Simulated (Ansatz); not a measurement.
# How methods differ on SiH3O− (SMILES [O-][SiH3])

SiH3O−: 5 atoms, total charge -1, spin state singlet. As SMILES, `[O-][SiH3]`. The coordinates come from a GFN2-xTB relaxation.

```jsonl
{"atom": "O", "x (Å)": "-1.4442", "y (Å)": "0.2714", "z (Å)": "0.7001"}
{"atom": "Si", "x (Å)": "-0.0827", "y (Å)": "0.0156", "z (Å)": "0.0398"}
{"atom": "H", "x (Å)": "-0.1044", "y (Å)": "-0.2474", "z (Å)": "-1.4526"}
{"atom": "H", "x (Å)": "0.6978", "y (Å)": "-1.1746", "z (Å)": "0.5614"}
{"atom": "H", "x (Å)": "0.9335", "y (Å)": "1.1350", "z (Å)": "0.1513"}
```

Each level gives the vertical detachment energy (to the doublet neutral) (eV). The values are calculated.

| level | kind | program | value (eV) | less FCI/STO-3G |
| --- | --- | --- | --- | --- |
| HF/STO-3G | Hartree–Fock | Ansatz | -5.27 | -0.66 |
| SVWN5/STO-3G | LDA | Ansatz | -2.86 | +1.75 |
| PBE/STO-3G | GGA | Ansatz | -2.88 | +1.73 |
| B3LYP/STO-3G | global hybrid | Ansatz | -3.01 | +1.60 |
| CAM-B3LYP/STO-3G | range-separated hybrid | Ansatz | -3.19 | +1.42 |
| RPA@PBE/STO-3G | RPA | Ansatz | -4.63 | -0.02 |
| MP2/STO-3G | perturbation theory | Ansatz | -4.58 | +0.03 |
| CCSDTQ/STO-3G | coupled cluster or CI | Ansatz | -4.61 | 0.00 |
| FCI/STO-3G | exact in the basis | Ansatz | -4.61 | 0.00 |

FCI/STO-3G is exact within its basis and frozen core, so for wave-function methods in that basis the difference is their error; functionals converge differently with the basis, so for them it is only a difference. Sets without diffuse functions describe the anion poorly. The values span -5.27 to -2.86 eV. All rows use very small basis sets, so none should be taken for the real molecule's value.
